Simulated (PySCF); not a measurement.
**SiFCl + HF → SiHCl + F₂**

Level: PBE0 in the def2-TZVP basis family, all electrons, no relativity, computed in PySCF with density fitting; open shells unrestricted.

| species | state and structure | ZPE (kJ/mol) | H(298 K) − H(0) (kJ/mol) | S° (J/(mol K)) |
| --- | --- | --- | --- | --- |
| SiFCl | singlet, Cs, Si–Cl 2.080 Å, Si–F 1.603 Å; Cl–Si–F 100.7° | 9.8 | 11.9 | 275.2 |
| HF | singlet, C∞v, H–F 0.920 Å | 24.9 | 8.7 | 173.6 |
| SiHCl | singlet, Cs, Si–Cl 2.077 Å, Si–H 1.529 Å; Cl–Si–H 94.7° | 20.1 | 10.7 | 251.2 |
| F₂ | singlet, D∞h, F–F 1.376 Å | 6.6 | 8.7 | 201.9 |

Q: Is the gas-phase reaction uphill or downhill in electronic energy at this level, and by how much?

A: At PBE0/def2-TZVP, ΔE = 713.1 kJ/mol, uphill. 

Q: Add zero-point, thermal and entropy terms for 298.15 K and 1 bar.

A: ΔZPE = -8.0 and Δ[H(298) − H(0)] = -1.2 kJ/mol give ΔH° = 703.9 kJ/mol. ΔS° = 4.3 J/(mol K), so ΔG° = 703.9 − 298.15 × (0.0043) = 703 kJ/mol.

Only the bonding shown was studied: isomers, or loss of a ligand pair, can lie lower.
